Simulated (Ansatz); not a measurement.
**Heat of formation of CF4 (tetrafluoromethane) from total energies**

CF4: 5 atoms, total charge 0, spin state singlet. As SMILES, `FC(F)(F)F`. The shape is that of a PBE0-D4/def2-TZVP optimisation.

Total energies at B2PLYP/aug-cc-pVDZ, 5 core orbitals frozen (Ansatz 0.2.0); the atoms run unrestricted:

```tsv
species	state	energy (Eh)
CF4	singlet	-437.248332
F	doublet	-99.675638
C	triplet	-37.818426
```

Harmonic wavenumbers at PBE0-D4/def2-TZVP, in cm⁻¹: 435, 435, 633, 633, 633, 925, 1294, 1294, 1294.

Measured heats of formation of the gaseous atoms at 298.15 K, in kJ/mol: F 79.4, C 716.9. Spin-orbit lowering of the atoms at 298 K (mean of the ground term's levels less their thermal mean, from spectra), in kJ/mol: F 1.29, C 0.02. Take 1 Eh = 2625.50 kJ/mol, 1 cm⁻¹ = 0.0119627 kJ/mol, RT = 2.479 kJ/mol.

Question: Work out the heat of formation of the gas at 298 K.

Answer: 
1. Electronic atomisation energy: 4 × (-99.675638) + (-37.818426) − (-437.248332) = 0.727354 Eh = 1909.7 kJ/mol.
2. Zero-point energy: half the sum of the wavenumbers, 3788 cm⁻¹ = 45.3 kJ/mol.
3. Thermal vibrational enthalpy, Σ hcν̃/(exp(hcν̃/kT) − 1): 2.8 kJ/mol. Translation, rotation and pV of a non-linear molecule: 4 RT = 9.9 kJ/mol.
4. The 5 free atoms carry 5/2 RT each: 31.0 kJ/mol.
5. Spin-orbit coupling lowers the free atoms by 4 × 1.29 + 0.02 = 5.2 kJ/mol.
6. Atomisation enthalpy at 298 K: 1909.7 − 5.2 − 45.3 − 2.8 − 9.9 + 31.0 = 1877.5 kJ/mol.
7. Sum of the atoms' heats of formation: 1034.5 kJ/mol. Heat of formation: 1034.5 − 1877.5 = -843.0 kJ/mol.

The tabulated value is -933.4 kJ/mol (Active Thermochemical Tables), so this level is off by +90.4 kJ/mol, or 4.6 % of the atomisation enthalpy. Anharmonicity and any spin-orbit splitting of the molecule are left out, and so is core correlation.
